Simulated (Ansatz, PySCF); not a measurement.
This Ansatz (a program for electronic structure) input computes a SVWN5/def2-TZVPD energy:

Ansatz 0.2 input:
```yaml
crystal:
  periodic: [false, false, false]
  atoms:
    - {symbol: N, position_ang: [-1.05997366, 0.17565434, 0.10860037]}
    - {symbol: C, position_ang: [0.21644186, 0.32696809, -0.03998556]}
    - {symbol: O, position_ang: [1.07605746, -0.59592755, -0.08974990]}
    - {symbol: H, position_ang: [-1.48450763, -0.74284263, 0.20063411]}
    - {symbol: H, position_ang: [-1.66614008, 0.98767825, 0.13577794]}
    - {symbol: H, position_ang: [0.66335248, 1.33119586, -0.13870204]}
basis:
  gaussian:
    orbitals: def2-TZVPD
hamiltonian:
  xc: {name: SVWN5}
total_charge: 1
magnetization: {spin_polarized: true, initial_magnetization: 1}
output: {forces: true}
```

**Question.** Write an input for the same energy in PySCF and say what it gives.

**Answer.** 
```python
from pyscf import gto, scf, dft

mol = gto.M(
    atom='''
    N    -1.05997366    0.17565434    0.10860037
    C     0.21644186    0.32696809   -0.03998556
    O     1.07605746   -0.59592755   -0.08974990
    H    -1.48450763   -0.74284263    0.20063411
    H    -1.66614008    0.98767825    0.13577794
    H     0.66335248    1.33119586   -0.13870204
    ''',
    basis='def2-tzvpd',
    charge=1,
    spin=1,
    verbose=4,
)

mf = dft.UKS(mol, xc='svwn').density_fit(auxbasis='def2-universal-jkfit')
mf.grids.level = 3
mf.conv_tol = 1e-9
mf.max_cycle = 100
mf.max_memory = 1500
mf.kernel()
if not mf.converged:
    mf = mf.newton()
    mf.kernel(mf.make_rdm1())
for _ in range(2):
    mo, _, stable, _ = mf.stability(return_status=True)
    if stable:
        break
    mf.kernel(mf.make_rdm1(mo, mf.mo_occ))
mf.analyze()
```
It gives -168.24888 Eh, and Ansatz -168.24883 Eh, a difference of 0.05 mEh, from the treatment of integrals and grids.
